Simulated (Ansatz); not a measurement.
AlF₃: measurement beside calculation (Ansatz, PBE0-D4/def2-TZVP geometry).

```xyz
4

Al    0.000    0.000    0.000
F     0.559   -1.530   -0.023
F     1.044    1.247    0.099
F    -1.602    0.283   -0.075
```

Enthalpy of formation at 298 K: -289.0 kcal/mol (zero for an element's reference state; older measured values of the G2 set, as listed by Staroverov and co-workers, J. Chem. Phys. 119, 12129, 2003). With their computed zero-point and thermal terms and the atoms' enthalpies of Curtiss and co-workers (1997) it gives an electronic atomization energy of 426.7 kcal/mol.

```json
{"level": "LDA (SPW92)", "atomization (kcal/mol)": "480.1", "error": "53.4", "error per bond": "17.8"}
{"level": "PBE-D4", "atomization (kcal/mol)": "426.2", "error": "-0.4", "error per bond": "-0.1"}
{"level": "revPBE-D4", "atomization (kcal/mol)": "411.9", "error": "-14.8", "error per bond": "-4.9"}
{"level": "BLYP-D4", "atomization (kcal/mol)": "421.9", "error": "-4.8", "error per bond": "-1.6"}
{"level": "r2SCAN-D4", "atomization (kcal/mol)": "424.2", "error": "-2.5", "error per bond": "-0.8"}
{"level": "B97M-V", "atomization (kcal/mol)": "422.0", "error": "-4.7", "error per bond": "-1.6"}
{"level": "PBE0-D4", "atomization (kcal/mol)": "411.9", "error": "-14.8", "error per bond": "-4.9"}
{"level": "B3LYP-D4", "atomization (kcal/mol)": "416.5", "error": "-10.2", "error per bond": "-3.4"}
{"level": "r2SCANh-D4", "atomization (kcal/mol)": "418.3", "error": "-8.4", "error per bond": "-2.8"}
{"level": "r2SCAN0-D4", "atomization (kcal/mol)": "409.7", "error": "-16.9", "error per bond": "-5.6"}
{"level": "HSE06-D4", "atomization (kcal/mol)": "412.0", "error": "-14.6", "error per bond": "-4.9"}
{"level": "BHLYP-D4", "atomization (kcal/mol)": "398.2", "error": "-28.5", "error per bond": "-9.5"}
{"level": "CAM-B3LYP-D4", "atomization (kcal/mol)": "423.6", "error": "-3.1", "error per bond": "-1.0"}
{"level": "ωB97X-V", "atomization (kcal/mol)": "421.2", "error": "-5.5", "error per bond": "-1.8"}
{"level": "ωB97M-V", "atomization (kcal/mol)": "421.5", "error": "-5.1", "error per bond": "-1.7"}
{"level": "B2PLYP", "atomization (kcal/mol)": "420.5", "error": "-6.2", "error per bond": "-2.1"}
{"level": "PBE-QIDH", "atomization (kcal/mol)": "416.9", "error": "-9.8", "error per bond": "-3.3"}
{"level": "PBE", "atomization (kcal/mol)": "425.0", "error": "-1.7", "error per bond": "-0.6"}
{"level": "revPBE", "atomization (kcal/mol)": "408.2", "error": "-18.5", "error per bond": "-6.2"}
{"level": "BLYP", "atomization (kcal/mol)": "419.1", "error": "-7.6", "error per bond": "-2.5"}
{"level": "r2SCAN", "atomization (kcal/mol)": "423.9", "error": "-2.8", "error per bond": "-0.9"}
{"level": "PBE0", "atomization (kcal/mol)": "410.9", "error": "-15.8", "error per bond": "-5.3"}
{"level": "B3LYP", "atomization (kcal/mol)": "414.5", "error": "-12.2", "error per bond": "-4.1"}
{"level": "r2SCANh", "atomization (kcal/mol)": "418.0", "error": "-8.7", "error per bond": "-2.9"}
{"level": "r2SCAN0", "atomization (kcal/mol)": "409.4", "error": "-17.3", "error per bond": "-5.8"}
{"level": "HSE06", "atomization (kcal/mol)": "411.1", "error": "-15.6", "error per bond": "-5.2"}
{"level": "BHLYP", "atomization (kcal/mol)": "396.6", "error": "-30.0", "error per bond": "-10.0"}
{"level": "CAM-B3LYP", "atomization (kcal/mol)": "422.6", "error": "-4.1", "error per bond": "-1.4"}
{"level": "LC-ωPBE", "atomization (kcal/mol)": "424.3", "error": "-2.4", "error per bond": "-0.8"}
{"level": "RPA@PBE/def2-TZVPP", "atomization (kcal/mol)": "380.8", "error": "-45.9", "error per bond": "-15.3"}
{"level": "HF/def2-TZVPP", "atomization (kcal/mol)": "319.1", "error": "-107.6", "error per bond": "-35.9"}
{"level": "MP2/def2-TZVPP", "atomization (kcal/mol)": "441.7", "error": "15.0", "error per bond": "5.0"}
{"level": "SCS-MP2/def2-TZVPP", "atomization (kcal/mol)": "427.4", "error": "0.7", "error per bond": "0.2"}
{"level": "CCSD/def2-TZVPP", "atomization (kcal/mol)": "408.3", "error": "-18.3", "error per bond": "-6.1"}
{"level": "CCSD(T)/def2-TZVPP", "atomization (kcal/mol)": "415.1", "error": "-11.6", "error per bond": "-3.9"}
{"level": "HF/def2-QZVPP", "atomization (kcal/mol)": "322.1", "error": "-104.6", "error per bond": "-34.9"}
{"level": "MP2/def2-QZVPP", "atomization (kcal/mol)": "451.0", "error": "24.3", "error per bond": "8.1"}
{"level": "SCS-MP2/def2-QZVPP", "atomization (kcal/mol)": "437.0", "error": "10.4", "error per bond": "3.5"}
{"level": "CCSD/def2-QZVPP", "atomization (kcal/mol)": "417.4", "error": "-9.2", "error per bond": "-3.1"}
{"level": "CCSD(T)/def2-QZVPP", "atomization (kcal/mol)": "425.0", "error": "-1.6", "error per bond": "-0.5"}
{"level": "HF/CBS(def2)", "atomization (kcal/mol)": "322.5", "error": "-104.2", "error per bond": "-34.7"}
{"level": "MP2/CBS(def2)", "atomization (kcal/mol)": "456.1", "error": "29.5", "error per bond": "9.8"}
{"level": "CCSD/CBS(def2)", "atomization (kcal/mol)": "422.4", "error": "-4.3", "error per bond": "-1.4"}
{"level": "CCSD(T)/CBS(def2)", "atomization (kcal/mol)": "430.6", "error": "4.0", "error per bond": "1.3"}
```

Functionals use def2-TZVPP; B3LYP here is the variant with VWN-RPA as its local correlation; programs differ in this. The calculations leave out spin–orbit coupling, scalar relativity and, for the correlated methods, core correlation; together these are worth up to about 1 kcal/mol a heavy atom. HSE06 is defined as in plane-wave codes. CBS extrapolates def2-TZVPP and def2-QZVPP. T1 = 0.018.
